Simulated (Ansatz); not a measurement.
`NBCl` → B• + Cl• + 3 H• + N•  (atomization)

Computed with Ansatz on PBE0-D4/def2-TZVP structures; ΔE is electronic, products minus reactants. CCSD(T)/CBS adds triple-zeta CCSD(T) − MP2 to the extrapolated MP2 energy (def2 sets, frozen cores). This one scheme is used for every species, atoms too. DFT in def2-TZVPP. Open shells (•) are unrestricted, without spin–orbit coupling. Spin–orbit coupling would lower the free atoms: a little for B, Cl. One conformer a species, not always the lowest.

CCSD(T)/CBS gives +2154.7 kJ/mol.

Another level gave +2136.4 kJ/mol. Which?
A. r2SCAN0/def2-TZVPP
B. ωB97M-V/def2-TZVPP
C. r2SCAN-D4/def2-TZVPP
D. r2SCANh/def2-TZVPP

A. r2SCAN0 2136.4, ωB97M-V 2182.2, r2SCANh 2155.8, r2SCAN-D4 2171.2 kJ/mol.

What do rigid-rotor, harmonic-oscillator terms from PBE0-D4/def2-TZVP frequencies (298.15 K, 1 bar) make of the CCSD(T)/CBS value? (Estimate.)

Ansatz gave: ΔZPE = -108.7 kJ/mol, ΔH = +2070.7 kJ/mol, ΔS = 551 J/(mol·K), ΔG = +1906.5 kJ/mol. Open shells count their whole term as degenerate.

Largest T1 diagnostic among the species: 0.014.

At CCSD(T), def2-SVP lies −117.3 kJ/mol from the extrapolated value and def2-TZVPP −59.5 kJ/mol: correlation converges slowly with the basis, and small sets miss more of it in the bonded molecule than in its fragments. From PBE to PBE0 (25 % exact exchange), in def2-TZVPP and without D4, ΔE moves by −38.5 kJ/mol: exact exchange takes away binding that semilocal exchange gives to molecules. Leaving LDA and LC-ωPBE aside and taking each functional with its dispersion term where it has one, the values, not all of them listed here, spread over 100.9 kJ/mol, from BHLYP-D4 to PBE-D4. LDA lies +263.9 kJ/mol from PBE without D4, its usual overbinding.

For atomizations the MP2-based limit and the directly extrapolated one differ by several kJ/mol either way, and by 10 to 25 for some Ge, Se and Sn compounds, so smaller differences from it don't rank the levels.
